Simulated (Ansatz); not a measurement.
Geometry optimisation, RKS B3LYP/def2-SVPD in Ansatz.

Input:

```yaml
crystal:
  periodic: [false, false, false]
  atoms:
    - { symbol: B, position_ang: [0.051574, 0.39012, -0.437142] }
    - { symbol: O, position_ang: [-0.005497, -0.003006, 2.134131] }
    - { symbol: H, position_ang: [-0.911002, -0.266145, 2.34142] }
    - { symbol: H, position_ang: [1.072868, -0.155187, -0.74433] }
    - { symbol: H, position_ang: [-1.015361, -0.097572, -0.69527] }
    - { symbol: H, position_ang: [0.087947, 1.486593, 0.04192] }
    - { symbol: H, position_ang: [-0.068829, 0.925997, 1.814871] }
basis:
  gaussian: { orbitals: def2-SVPD }
hamiltonian:
  xc: b3lyp
relax:
  f_tol: 0.03
  max_steps: 50
```

Command:

```bash
$ ansatz run input.yaml --threads 2 --pin off --max-ram 3072MiB --backend cpu --events-out ev --progress --plain --runs-dir out
```

Where does it end, and by what steps?

The forces met the threshold. The force dipped under the threshold on the way, but the program's further checks kept it going. After 17 steps the energy has fallen by 0.467 eV; H7 moved furthest, 0.72 Å. Joined: B1–O2 (2.60 → 1.72 Å).

| step | energy less start (eV) | largest force component (eV/Å) | accepted |
| --- | --- | --- | --- |
| 0 | 0.0000 | 0.760 | yes |
| 1 | 0.0292 | 3.110 | no |
| 2 | -0.0568 | 0.646 | yes |
| 3 | -0.1052 | 0.917 | yes |
| 4 | -0.1834 | 0.909 | yes |
| 5 | -0.3391 | 1.940 | yes |
| 6 | -0.3794 | 1.533 | yes |
| 7 | -0.4467 | 0.066 | yes |
| 8 | -0.4474 | 0.050 | yes |
| 9 | -0.4528 | 0.070 | yes |
| 10 | -0.4546 | 0.044 | yes |
| 11 | -0.4617 | 0.111 | yes |
| 12 | -0.3933 | 1.512 | no |
| 13 | -0.4654 | 0.066 | yes |
| 14 | -0.4649 | 0.159 | no |
| 15 | -0.4660 | 0.012 | yes |
| 16 | -0.4663 | 0.140 | yes |
| 17 | -0.4669 | 0.006 | yes |

```xyz
7
Properties=species:S:1:pos:R:3
B -0.028 0.346 -0.097
O -0.158 -0.001 1.586
H -1.046 0.214 1.903
H 1.112 0.007 -0.323
H -0.897 -0.364 -0.552
H -0.243 1.541 -0.150
H 0.470 0.537 2.088
```

Whether the end is a true minimum wasn't checked by a vibrational analysis.

The run took 14 s on 2 threads of AMD EPYC 7B13 (Zen 3), with other jobs on the host, peak memory 0.15 GiB.
